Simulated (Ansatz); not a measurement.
# AlPH (quartet): wB97M-V, B2PLYP over vertical spin and charge gaps, def2-QZVPP

Aim: run AlPH (quartet) with these functionals over vertical spin and charge gaps, and hold them against the top wave-function level at the same points.

The runs use Ansatz 0.2.0, Gaussian basis; def2-QZVPP, all electrons in the functionals, frozen cores in the correlation of double hybrids and RPA.

The runs, in order: wB97M-V, B2PLYP, at charge 0, quartet; charge 0, doublet; charge 0, sextet; charge 1, triplet; charge 1, quintet.

## Step 1: The system

The geometry is a PBE0/def2-TZVP stationary point (not a proven minimum).

3 atoms, charge 0, spin multiplicity 4.

Atoms are counted from 1 here; the program's logs count them from 0.

Bond lengths: Al1–P2 2.386 Å, Al1–H3 1.614 Å. Angles: P2–Al1–H3 114.3°.

No dispersion term is added; wB97M-V holds VV10 nonlocal correlation.

The geometry shown and the zero of energy belong to the point charge 0, quartet. The yardstick, UCCSD(T), and other wave-function levels (R restricted, U unrestricted, valence and pair active spaces) come from earlier runs.

## Step 2: wB97M-V, charge 0, quartet

File in.yaml:

```yaml
crystal:
  periodic: [false, false, false]
  atoms:
    - {symbol: Al, position_ang: [0.000000, -0.107696, 1.237712]}
    - {symbol: P, position_ang: [0.000000, 0.051009, -1.143237]}
    - {symbol: H, position_ang: [0.000000, 1.315423, 1.999097]}
basis:
  gaussian: {orbitals: "def2-QZVPP.json"}
magnetization: {spin_polarized: true, initial_magnetization: 3}
hamiltonian: {xc: {name: wB97M-V}}
output: {orbitals: {seedname: orbitals}}
```

The run is started by

```console
> ansatz run in.yaml --threads 2 --pin off --events-out ev --progress --plain --max-ram 24576MiB --backend cuda --devices 0, --max-vram 18GiB
```

Output (excerpt; [...] marks lines left out):

```text
Functional definition: wB97M-V
  name "wB97M-V"
  cite "Mardirossian & Head-Gordon, J. Chem. Phys. 144, 214110 (2016) doi:10.1063/1.4952647"
  cite "Becke, J. Chem. Phys. 107, 8554 (1997) doi:10.1063/1.475007"
  cite "Vydrov & Van Voorhis, J. Chem. Phys. 133, 244103 (2010) doi:10.1063/1.3521275"
  # Of w^i u^j: cxij and so on, Table III.
[...]
  gx(w, u) = 1 - cx + cx01*u + cx10*w
  gss(w, u) = css00 + css04*u^4 + css10*w + css20*w^2 + css43*w^4*u^3
  gos(w, u) = cos00 + cos10*w + (cos20 + cos21*u)*w^2 + (cos60 + cos61*u)*w^6
[...]
      + integral(e_c_pw_mod_opposite_spin*gos(b97_w_opposite, b97_u_opposite)) + vv10(b, c)
766 factors; their error is unknown
179 factors; integrals over basis functions are off by at most 2.7e-5 eV
[...]
mean field -15898.55819680 eV, -584.2612373026 hartree, gradient 3.1e-5 eV, S^2 3.755608; 0 other end points of the search recorded, 0 dependent functions left out
reference -15898.55824198 eV, -584.2612389629 hartree; 16, 13 occupied and 154, 157 virtual orbitals, 766 factors
Total energy: -15898.55824198 eV, -584.2612389629 hartree
```

Run time: 12 s. Hardware: 1 × H100 (card shared with other runs) with 2 threads of AMD EPYC 7R13, shared host; peak host memory 0.88 GiB.

From the report: ⟨S²⟩ of the determinant 3.756 (pure quartet: 3.75).

## Step 3: wB97M-V, charge 0, doublet

in.yaml: that of step 2 with these lines changed.

```diff
@@ -8,3 +8,3 @@
   gaussian: {orbitals: "def2-QZVPP.json"}
-magnetization: {spin_polarized: true, initial_magnetization: 3}
+magnetization: {spin_polarized: true, initial_magnetization: 1}
 hamiltonian: {xc: {name: wB97M-V}}
```

Launched as before.

Output (excerpt; [...] marks lines left out):

```text
Functional definition: wB97M-V
  name "wB97M-V"
  cite "Mardirossian & Head-Gordon, J. Chem. Phys. 144, 214110 (2016) doi:10.1063/1.4952647"
  cite "Becke, J. Chem. Phys. 107, 8554 (1997) doi:10.1063/1.475007"
  cite "Vydrov & Van Voorhis, J. Chem. Phys. 133, 244103 (2010) doi:10.1063/1.3521275"
  # Of w^i u^j: cxij and so on, Table III.
[...]
  gx(w, u) = 1 - cx + cx01*u + cx10*w
  gss(w, u) = css00 + css04*u^4 + css10*w + css20*w^2 + css43*w^4*u^3
  gos(w, u) = cos00 + cos10*w + (cos20 + cos21*u)*w^2 + (cos60 + cos61*u)*w^6
[...]
      + integral(e_c_pw_mod_opposite_spin*gos(b97_w_opposite, b97_u_opposite)) + vv10(b, c)
766 factors; their error is unknown
179 factors; integrals over basis functions are off by at most 2.7e-5 eV
[...]
mean field -15898.79090969 eV, -584.2697893436 hartree, gradient 1.3e-5 eV, S^2 1.389972; 8 other end points of the search recorded, 0 dependent functions left out
reference -15898.79095561 eV, -584.2697910311 hartree; 15, 14 occupied and 155, 156 virtual orbitals, 766 factors
Total energy: -15898.79095561 eV, -584.2697910311 hartree
```

It took 18 s on 1 × H100 (card shared with other runs) with 2 threads of AMD EPYC 7R13, shared host; peak host memory 0.91 GiB.

From the report: ⟨S²⟩ of the determinant 1.390 (pure doublet: 0.75). The determinant is far from a pure spin state, so its energy mixes those of several spin states (harmless only where they are near-degenerate, as at dissociation).

From charge 0, quartet: -5.4 kcal/mol.

## Step 4: wB97M-V, charge 0, sextet

in.yaml: that of step 3 with these lines changed.

```diff
@@ -8,3 +8,3 @@
   gaussian: {orbitals: "def2-QZVPP.json"}
-magnetization: {spin_polarized: true, initial_magnetization: 1}
+magnetization: {spin_polarized: true, initial_magnetization: 5}
 hamiltonian: {xc: {name: wB97M-V}}
```

Launched as before.

Output (excerpt; [...] marks lines left out):

```text
Functional definition: wB97M-V
  name "wB97M-V"
  cite "Mardirossian & Head-Gordon, J. Chem. Phys. 144, 214110 (2016) doi:10.1063/1.4952647"
  cite "Becke, J. Chem. Phys. 107, 8554 (1997) doi:10.1063/1.475007"
  cite "Vydrov & Van Voorhis, J. Chem. Phys. 133, 244103 (2010) doi:10.1063/1.3521275"
  # Of w^i u^j: cxij and so on, Table III.
[...]
  gx(w, u) = 1 - cx + cx01*u + cx10*w
  gss(w, u) = css00 + css04*u^4 + css10*w + css20*w^2 + css43*w^4*u^3
  gos(w, u) = cos00 + cos10*w + (cos20 + cos21*u)*w^2 + (cos60 + cos61*u)*w^6
[...]
      + integral(e_c_pw_mod_opposite_spin*gos(b97_w_opposite, b97_u_opposite)) + vv10(b, c)
766 factors; their error is unknown
179 factors; integrals over basis functions are off by at most 2.7e-5 eV
[...]
mean field -15894.73206464 eV, -584.1206295393 hartree, gradient 7.0e-5 eV, S^2 8.754646; 0 other end points of the search recorded, 0 dependent functions left out
reference -15894.73210784 eV, -584.1206311267 hartree; 17, 12 occupied and 153, 158 virtual orbitals, 766 factors
Total energy: -15894.73210784 eV, -584.1206311267 hartree
```

Wall time 8 s (1 × H100 (card shared with other runs) with 2 threads of AMD EPYC 7R13, shared host); peak host memory 0.89 GiB.

From the report: ⟨S²⟩ of the determinant 8.755 (pure sextet: 8.75).

From charge 0, quartet: +88.2 kcal/mol.

## Step 5: wB97M-V, charge 1, triplet

in.yaml: that of step 4 with these lines changed.

```diff
@@ -8,3 +8,4 @@
   gaussian: {orbitals: "def2-QZVPP.json"}
-magnetization: {spin_polarized: true, initial_magnetization: 5}
+total_charge: 1
+magnetization: {spin_polarized: true, initial_magnetization: 2}
 hamiltonian: {xc: {name: wB97M-V}}
```

Launched as before.

Output (excerpt; [...] marks lines left out):

```text
Functional definition: wB97M-V
  name "wB97M-V"
  cite "Mardirossian & Head-Gordon, J. Chem. Phys. 144, 214110 (2016) doi:10.1063/1.4952647"
  cite "Becke, J. Chem. Phys. 107, 8554 (1997) doi:10.1063/1.475007"
  cite "Vydrov & Van Voorhis, J. Chem. Phys. 133, 244103 (2010) doi:10.1063/1.3521275"
  # Of w^i u^j: cxij and so on, Table III.
[...]
  gx(w, u) = 1 - cx + cx01*u + cx10*w
  gss(w, u) = css00 + css04*u^4 + css10*w + css20*w^2 + css43*w^4*u^3
  gos(w, u) = cos00 + cos10*w + (cos20 + cos21*u)*w^2 + (cos60 + cos61*u)*w^6
[...]
      + integral(e_c_pw_mod_opposite_spin*gos(b97_w_opposite, b97_u_opposite)) + vv10(b, c)
766 factors; their error is unknown
179 factors; integrals over basis functions are off by at most 2.7e-5 eV
[...]
mean field -15891.17916140 eV, -583.9900627532 hartree, gradient 2.7e-5 eV, S^2 2.022348; 2 other end points of the search recorded, 0 dependent functions left out
reference -15891.17920901 eV, -583.9900645028 hartree; 15, 13 occupied and 155, 157 virtual orbitals, 766 factors
Total energy: -15891.17920901 eV, -583.9900645028 hartree
```

It took 4.6 s on 1 × H100 (card shared with other runs) with 2 threads of AMD EPYC 7R13, shared host; peak host memory 0.89 GiB.

From the report: ⟨S²⟩ of the determinant 2.022 (pure triplet: 2.00).

From charge 0, quartet: +170.2 kcal/mol.

## Step 6: wB97M-V, charge 1, quintet

in.yaml: that of step 5 with these lines changed.

```diff
@@ -9,3 +9,3 @@
 total_charge: 1
-magnetization: {spin_polarized: true, initial_magnetization: 2}
+magnetization: {spin_polarized: true, initial_magnetization: 4}
 hamiltonian: {xc: {name: wB97M-V}}
```

The command is unchanged.

Output (excerpt; [...] marks lines left out):

```text
Functional definition: wB97M-V
  name "wB97M-V"
  cite "Mardirossian & Head-Gordon, J. Chem. Phys. 144, 214110 (2016) doi:10.1063/1.4952647"
  cite "Becke, J. Chem. Phys. 107, 8554 (1997) doi:10.1063/1.475007"
  cite "Vydrov & Van Voorhis, J. Chem. Phys. 133, 244103 (2010) doi:10.1063/1.3521275"
  # Of w^i u^j: cxij and so on, Table III.
[...]
  gx(w, u) = 1 - cx + cx01*u + cx10*w
  gss(w, u) = css00 + css04*u^4 + css10*w + css20*w^2 + css43*w^4*u^3
  gos(w, u) = cos00 + cos10*w + (cos20 + cos21*u)*w^2 + (cos60 + cos61*u)*w^6
[...]
      + integral(e_c_pw_mod_opposite_spin*gos(b97_w_opposite, b97_u_opposite)) + vv10(b, c)
766 factors; their error is unknown
179 factors; integrals over basis functions are off by at most 2.7e-5 eV
[...]
mean field -15889.32217737 eV, -583.9218198488 hartree, gradient 4.2e-5 eV, S^2 6.008172; 0 other end points of the search recorded, 0 dependent functions left out
reference -15889.32222346 eV, -583.9218215428 hartree; 16, 12 occupied and 154, 158 virtual orbitals, 766 factors
Total energy: -15889.32222346 eV, -583.9218215428 hartree
```

Wall time 18 s (1 × H100 (card shared with other runs) with 2 threads of AMD EPYC 7R13, shared host); peak host memory 0.89 GiB.

From the report: ⟨S²⟩ of the determinant 6.008 (pure quintet: 6.00).

From charge 0, quartet: +213.0 kcal/mol.

## Step 7: B2PLYP, charge 0, quartet

File in.yaml:

```yaml
crystal:
  periodic: [false, false, false]
  atoms:
    - {symbol: Al, position_ang: [0.000000, -0.107696, 1.237712]}
    - {symbol: P, position_ang: [0.000000, 0.051009, -1.143237]}
    - {symbol: H, position_ang: [0.000000, 1.315423, 1.999097]}
basis:
  gaussian: {orbitals: "def2-QZVPP.json"}
magnetization: {spin_polarized: true, initial_magnetization: 3}
hamiltonian: {xc: {name: B2PLYP}}
correlation: {electrons: outside_noble_gas}
```

Same command.

Output (excerpt; [...] marks lines left out):

```text
Functional definition: B2PLYP
  name "B2PLYP"
  cite "Grimme, J. Chem. Phys. 124, 034108 (2006) doi:10.1063/1.2148954"
  cite "Becke, Phys. Rev. A 38, 3098 (1988) doi:10.1103/PhysRevA.38.3098"
  cite "Lee, Yang & Parr, Phys. Rev. B 37, 785 (1988) doi:10.1103/PhysRevB.37.785"
[...]
998 factors; integrals over basis functions are off by at most 1.1e-3 eV
[...]
mean field -15891.75887361 eV, -584.0113667843 hartree, gradient 4.5e-6 eV, S^2 3.761892; 2 other end points of the search recorded, 0 dependent functions left out
10 core orbitals not correlated: weight in the atoms' cores, before any rotation towards them, 1.000 or more for the frozen orbitals, at most 0.000 for the correlated occupied ones
reference -15891.75900890 eV, -584.0113717561 hartree; 6, 3 occupied and 154, 157 virtual orbitals, 998 factors
second order -5.74715224 eV of doubles, -0.00000000 eV of singles
Total energy: -15893.31074001 eV, -584.0683968223 hartree
```

Wall time 36 s (1 × H100 (card shared with other runs) with 2 threads of AMD EPYC 7R13, shared host); peak host memory 0.88 GiB.

From the report: ⟨S²⟩ of the determinant 3.762 (pure quartet: 3.75).

## Step 8: B2PLYP, charge 0, doublet

in.yaml: that of step 7 with these lines changed.

```diff
@@ -8,3 +8,3 @@
   gaussian: {orbitals: "def2-QZVPP.json"}
-magnetization: {spin_polarized: true, initial_magnetization: 3}
+magnetization: {spin_polarized: true, initial_magnetization: 1}
 hamiltonian: {xc: {name: B2PLYP}}
```

Same command.

Output (excerpt; [...] marks lines left out):

```text
Functional definition: B2PLYP
  name "B2PLYP"
  cite "Grimme, J. Chem. Phys. 124, 034108 (2006) doi:10.1063/1.2148954"
  cite "Becke, Phys. Rev. A 38, 3098 (1988) doi:10.1103/PhysRevA.38.3098"
  cite "Lee, Yang & Parr, Phys. Rev. B 37, 785 (1988) doi:10.1103/PhysRevB.37.785"
[...]
998 factors; integrals over basis functions are off by at most 1.1e-3 eV
[...]
mean field -15891.91569924 eV, -584.0171300197 hartree, gradient 9.3e-6 eV, S^2 1.576844; 14 other end points of the search recorded, 0 dependent functions left out
10 core orbitals not correlated: weight in the atoms' cores, before any rotation towards them, 1.000 or more for the frozen orbitals, at most 0.000 for the correlated occupied ones
reference -15891.91583315 eV, -584.0171349409 hartree; 5, 4 occupied and 155, 156 virtual orbitals, 998 factors
second order -5.93847868 eV of doubles, -0.00000000 eV of singles
Total energy: -15893.51922239 eV, -584.0760584087 hartree
```

Wall time 24 s (1 × H100 (card shared with other runs) with 2 threads of AMD EPYC 7R13, shared host); peak host memory 0.88 GiB.

From the report: ⟨S²⟩ of the determinant 1.577 (pure doublet: 0.75). The determinant is far from a pure spin state, so its energy mixes those of several spin states (harmless only where they are near-degenerate, as at dissociation).

From charge 0, quartet: -4.8 kcal/mol.

## Step 9: B2PLYP, charge 0, sextet

in.yaml: that of step 8 with these lines changed.

```diff
@@ -8,3 +8,3 @@
   gaussian: {orbitals: "def2-QZVPP.json"}
-magnetization: {spin_polarized: true, initial_magnetization: 1}
+magnetization: {spin_polarized: true, initial_magnetization: 5}
 hamiltonian: {xc: {name: B2PLYP}}
```

The command is unchanged.

Output (excerpt; [...] marks lines left out):

```text
Functional definition: B2PLYP
  name "B2PLYP"
  cite "Grimme, J. Chem. Phys. 124, 034108 (2006) doi:10.1063/1.2148954"
  cite "Becke, Phys. Rev. A 38, 3098 (1988) doi:10.1103/PhysRevA.38.3098"
  cite "Lee, Yang & Parr, Phys. Rev. B 37, 785 (1988) doi:10.1103/PhysRevB.37.785"
[...]
998 factors; integrals over basis functions are off by at most 1.1e-3 eV
[...]
mean field -15888.19901294 eV, -583.8805443173 hartree, gradient 4.1e-6 eV, S^2 8.758024; 0 other end points of the search recorded, 0 dependent functions left out
10 core orbitals not correlated: weight in the atoms' cores, before any rotation towards them, 1.000 or more for the frozen orbitals, at most 0.000 for the correlated occupied ones
reference -15888.19914780 eV, -583.8805492733 hartree; 7, 2 occupied and 153, 158 virtual orbitals, 998 factors
second order -5.19144148 eV of doubles, -0.00000000 eV of singles
Total energy: -15889.60083700 eV, -583.9320604013 hartree
```

Run time: 5.5 s. Hardware: 1 × H100 (card shared with other runs) with 2 threads of AMD EPYC 7R13, shared host; peak host memory 0.88 GiB.

From the report: ⟨S²⟩ of the determinant 8.758 (pure sextet: 8.75).

From charge 0, quartet: +85.6 kcal/mol.

## Step 10: B2PLYP, charge 1, triplet

in.yaml: that of step 9 with these lines changed.

```diff
@@ -8,3 +8,4 @@
   gaussian: {orbitals: "def2-QZVPP.json"}
-magnetization: {spin_polarized: true, initial_magnetization: 5}
+total_charge: 1
+magnetization: {spin_polarized: true, initial_magnetization: 2}
 hamiltonian: {xc: {name: B2PLYP}}
```

Same command.

Output (excerpt; [...] marks lines left out):

```text
Functional definition: B2PLYP
  name "B2PLYP"
  cite "Grimme, J. Chem. Phys. 124, 034108 (2006) doi:10.1063/1.2148954"
  cite "Becke, Phys. Rev. A 38, 3098 (1988) doi:10.1103/PhysRevA.38.3098"
  cite "Lee, Yang & Parr, Phys. Rev. B 37, 785 (1988) doi:10.1103/PhysRevB.37.785"
[...]
998 factors; integrals over basis functions are off by at most 1.1e-3 eV
[...]
mean field -15884.36040572 eV, -583.7394781041 hartree, gradient 5.0e-6 eV, S^2 2.039064; 2 other end points of the search recorded, 0 dependent functions left out
10 core orbitals not correlated: weight in the atoms' cores, before any rotation towards them, 1.000 or more for the frozen orbitals, at most 0.000 for the correlated occupied ones
reference -15884.36054111 eV, -583.7394830794 hartree; 5, 3 occupied and 155, 157 virtual orbitals, 998 factors
second order -5.65142951 eV of doubles, -0.00000000 eV of singles
Total energy: -15885.88642707 eV, -583.7955583544 hartree
```

It took 6 s on 1 × H100 (card shared with other runs) with 2 threads of AMD EPYC 7R13, shared host; peak host memory 0.88 GiB.

From the report: ⟨S²⟩ of the determinant 2.039 (pure triplet: 2.00).

From charge 0, quartet: +171.2 kcal/mol.

## Step 11: B2PLYP, charge 1, quintet

in.yaml: that of step 10 with these lines changed.

```diff
@@ -9,3 +9,3 @@
 total_charge: 1
-magnetization: {spin_polarized: true, initial_magnetization: 2}
+magnetization: {spin_polarized: true, initial_magnetization: 4}
 hamiltonian: {xc: {name: B2PLYP}}
```

Launched as before.

Output (excerpt; [...] marks lines left out):

```text
Functional definition: B2PLYP
  name "B2PLYP"
  cite "Grimme, J. Chem. Phys. 124, 034108 (2006) doi:10.1063/1.2148954"
  cite "Becke, Phys. Rev. A 38, 3098 (1988) doi:10.1103/PhysRevA.38.3098"
  cite "Lee, Yang & Parr, Phys. Rev. B 37, 785 (1988) doi:10.1103/PhysRevB.37.785"
[...]
998 factors; integrals over basis functions are off by at most 1.1e-3 eV
[...]
mean field -15882.83154055 eV, -583.6832933453 hartree, gradient 2.8e-6 eV, S^2 6.015649; 0 other end points of the search recorded, 0 dependent functions left out
10 core orbitals not correlated: weight in the atoms' cores, before any rotation towards them, 1.000 or more for the frozen orbitals, at most 0.000 for the correlated occupied ones
reference -15882.83167916 eV, -583.6832984391 hartree; 6, 2 occupied and 154, 158 virtual orbitals, 998 factors
second order -4.69147554 eV of doubles, -0.00000000 eV of singles
Total energy: -15884.09837755 eV, -583.7298487465 hartree
```

It took 12 s on 1 × H100 (card shared with other runs) with 2 threads of AMD EPYC 7R13, shared host; peak host memory 0.88 GiB.

From the report: ⟨S²⟩ of the determinant 6.016 (pure quintet: 6.00).

From charge 0, quartet: +212.4 kcal/mol.

## Step 12: Against the wave-function levels

No level is safe as a reference over these points; UCCSD(T) serves as a yardstick only. It comes from earlier runs at the same points. Energies in kcal/mol, counted from charge 0, quartet; blanks weren't run or aren't comparable.

| level | quartet to doublet | quartet to sextet | ionisation to the triplet cation | ionisation to the quintet cation |
| --- | --- | --- | --- | --- |
| UCCSD(T) | -4.7 | 81.4 | 172.5 | 212.7 |
| wB97M-V | -5.4 | 88.2 | 170.2 | 213.0 |
| B2PLYP | -4.8 | 85.6 | 171.2 | 212.4 |

Largest miss and mean time a point (UCCSD(T) took 33 s a point; shared hosts):

| level | largest miss (kcal/mol) | where | time a point |
| --- | --- | --- | --- |
| wB97M-V | +6.8 | quartet to sextet | 12 s |
| B2PLYP | +4.1 | quartet to sextet | 17 s |

## Step 13: Results

```
                                  quantity                              value
              quartet to doublet, UCCSD(T)                      -4.7 kcal/mol
               quartet to sextet, UCCSD(T)                      81.4 kcal/mol
ionisation to the triplet cation, UCCSD(T)                     172.5 kcal/mol
ionisation to the quintet cation, UCCSD(T)                     212.7 kcal/mol
                     largest miss, wB97M-V  +6.8 kcal/mol (quartet to sextet)
                      largest miss, B2PLYP  +4.1 kcal/mol (quartet to sextet)
```

Of the functionals, B2PLYP keep the smallest largest miss at the points compared (at most 4.1 kcal/mol) and wB97M-V strays most (6.8 kcal/mol, at quartet to sextet). wB97M-V, B2PLYP clearly break the spin symmetry at some points (⟨S²⟩ up to 0.83 above the pure value), so energy there is bought with a mixed spin. Functionals and the yardstick converge differently with the basis, so part of each miss in def2-QZVPP is the basis. The yardstick itself may be off where one determinant is a poor start.
